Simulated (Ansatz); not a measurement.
# [Cl···H···N], quartet in 6-31G: errors against full CI

Geometry: a point of a hydrogen-transfer path between rigid fragments, not a stationary point.

```xyz
3

Cl    0.0000    0.0000   -1.5987
H     0.0000    0.0000    0.2333
N     0.0000    0.0000    1.3653
```

Basis 6-31G; Ansatz 0.2.0. Correlated methods freeze the noble-gas cores, which leaves 13 electrons in 18 orbitals. Prefix R: restricted or restricted open-shell reference; prefix U: unrestricted. Active spaces: valence = (13e, 9o) chosen from the atoms' valence shells; pair = (5e, 5o) about the gap.

Full CI is exact within this basis and frozen core; it isn't the basis-set limit. The frozen core follows each run's orbitals, which can shift R against U totals by a few meV.

For open shells CISD is restricted-active-space CI with the open shells as a complete middle space.

* UHF ⟨S²⟩: 3.811
* T1 diagnostic (RCCSD): 0.0374
* largest doubles amplitude (RCCSD): 0.089
* T1 diagnostic (UCCSD): 0.0184

```json
{"level": "UHF", "E − E(RHF) (eV)": "-0.3685"}
{"level": "RMP2", "E − E(RHF) (eV)": "-2.6541"}
{"level": "UMP2", "E − E(RHF) (eV)": "-2.7250"}
{"level": "RCCSD", "E − E(RHF) (eV)": "-3.3064"}
{"level": "UCCSD", "E − E(RHF) (eV)": "-3.3103"}
{"level": "RCCSD(T)", "E − E(RHF) (eV)": "-3.3477"}
{"level": "UCCSD(T)", "E − E(RHF) (eV)": "-3.3493"}
```

Problem. Estimate how far full CI in 6-31G lies from RCCSD(T). The table doesn't fix it; the size of (T) and the diagnostics are the guide.

Solution. Full CI in 6-31G lies 14 meV below RCCSD(T), which is 33 % of the (T) step (-41 meV). T1 is raised, and the rest is a large part of (T).

The other levels:

```csv
level,E − E(full CI) (meV),share of correlation (%),wall time
CISD,203,93.95,1.8 s
BCCD(T),16,99.53,1.2 s
RCCSDT,5,99.86,–
UCCSDT,3,99.91,–
RCCSDT(Q),1,99.98,6 s
UCCSDT(Q),-1,100.02,4.3 s
RCCSDTQ,0,100.00,27 s (H100)
UCCSDTQ,-1,100.04,40 s (H100)
CASSCF (pair space),2464,26.69,–
NEVPT2 (pair space),513,84.73,0.55 s
MRCISD (pair space),159,95.27,–
MRCISD+Q (pair space),64,98.10,1.2 s
CASSCF (valence space),2311,31.25,–
NEVPT2 (valence space),600,82.14,1.2 s
MRCISD (valence space),120,96.44,–
MRCISD+Q (valence space),39,98.85,2.4 s
```

The correlation energy at full CI, counted from RHF, is -3.361 eV. That run took 43 s on 2 threads of AMD EPYC 7R13 with a shared H100 80 GB, shared host over 93,753,856 determinants.

Times hold each run's SCF and search for its determinant on a shared host, so for small cases they say little of a method's own cost; rows without a card ran on 1 thread of AMD EPYC 7R13.

The full-CI state has the irrep A2 of C2v, in the program's axes (one component, if the state is degenerate).

Natural occupations of full CI about the gap: 1.988 1.988 1.981 1.947 1.004 0.995 0.995 0.048 0.011 0.011; effectively unpaired electrons, Σ n²(2−n)², 3.02.
